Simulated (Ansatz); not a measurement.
Rock-salt TiN was calculated with PBEsol in Ansatz (PAW).

Settings: plane-wave cutoff 560 eV, 16×16×16 k mesh, Fermi–Dirac smearing 0.1 eV, perturbation theory, no spin polarisation, scalar-relativistic PAW data made under PBE.

Computed at the level's own relaxed cell.

```cif
data_N4Ti4
_chemical_formula_sum 'Ti4 N4'
_space_group_name_H-M_alt 'Fm-3m'
_space_group_IT_number 225
_space_group_name_Hall '-F 4 2 3'
_cell_length_a 4.20408
_cell_length_b 4.20408
_cell_length_c 4.20408
_cell_angle_alpha 90.000
_cell_angle_beta 90.000
_cell_angle_gamma 90.000
loop_
_atom_site_label
_atom_site_type_symbol
_atom_site_symmetry_multiplicity
_atom_site_Wyckoff_symbol
_atom_site_fract_x
_atom_site_fract_y
_atom_site_fract_z
_atom_site_occupancy
Ti1 Ti 4 a 0.00000 0.00000 0.00000 1
N1 N 4 b 0.50000 0.50000 0.50000 1
```
(The calculation used a cell of 2 atoms; values per cell refer to that cell.)

Harmonic phonon frequencies (cm⁻¹; i marks an imaginary mode):

| q point | frequencies |
|---|---|
| Γ | 0 0 0 534 534 534 |
| X | ___ |
| U | ___ |
| L | ___ |

Task: Some entries are withheld; supply them.

Result: 
- X, frequencies: 265 265 310 544 544 564
- U, frequencies: 243 285 301 546 561 569
- L, frequencies: 200 200 279 550 550 609

No imaginary mode appears at these points.

Ansatz is a first-principles code.
